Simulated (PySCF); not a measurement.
C₂ClF₃.
SMILES with atom numbers: `[F:1][C:2]([F:3])=[C:4]([F:5])[Cl:6]`

Structure used (PBE0-D3(BJ)/def2-TZVP), in Å, numbered top down from 1:
```xyz
6
C2ClF3 angstrom
F      0.4164   -1.4140    1.0502
C      0.2119   -0.1941    0.6232
F      0.4451    0.7046    1.5427
C     -0.1880    0.0901   -0.6068
F     -0.4035   -0.8805   -1.4813
Cl    -0.4564    1.6631   -1.1723
```

Method used: TDDFT CAM-B3LYP/aug-cc-pVTZ, vertical, gas phase, core orbitals frozen in the response (PySCF). Isolated species at its PBE0-D3(BJ)/def2-TZVP geometry, gas phase.

Transition dipole moments from the ground state, in atomic units and in the frame of the coordinates above (overall signs are arbitrary), for the states with f of 0.002 or more among the lowest 9:

| state | E (eV) | μx | μy | μz |
| --- | --- | --- | --- | --- |
| S4 | 7.438 | 0.385 | -0.644 | 1.114 |
| S5 | 7.668 | 0.251 | 0.015 | -0.078 |
| S6 | 7.823 | -0.179 | 0.228 | -0.532 |
| S8 | 8.517 | -0.105 | 0.086 | -0.321 |
| S9 | 8.612 | -0.323 | -0.019 | 0.101 |

Question: What oscillator strength does each state have?

Answer: f = (2/3) ΔE |μ|² with ΔE in hartree (27.2114 eV).

```csv
state,|μ|² (au),|μ| (D),f
S4,1.804,3.41,0.329
S5,0.069,0.67,0.013
S6,0.368,1.54,0.070
S8,0.121,0.89,0.025
S9,0.115,0.86,0.024
```

Question: Label these states by symmetry in Cs.

Answer: The ground state is totally symmetric, so the direction of μ fixes the label. Polarised normal to the mirror plane, so A″: S5 and S9. Polarised in the mirror plane, so A′: S4, S6 and S8.

Question: Which bond between heavy atoms lies closest to the direction of the S4 transition dipole?

Answer: C2–C4, at 16° from it; next C4–Cl6 and F1–C2 at 40°.

Question: What angle do the transition dipoles of S5 and S6 make?

Answer: |cos θ| = |μa·μb| / (|μa| |μb|) = 0.00, so θ ≈ 90° (taken between 0 and 90°, since the signs are arbitrary).

Question: What peak molar absorption coefficient would the strongest computed level give as a lone Gaussian band 0.3 eV wide at half height?

Answer: ε(max) = 2.175×10⁸ f / FWHM, with the width in cm⁻¹. S4: 2.175×10⁸ × 0.3287 / 2420 ≈ 30000 L mol⁻¹ cm⁻¹.

Time: 64 s; peak memory 1.1 GiB. Hardware: one thread of an Arm Neoverse N1, no GPU, shared host.
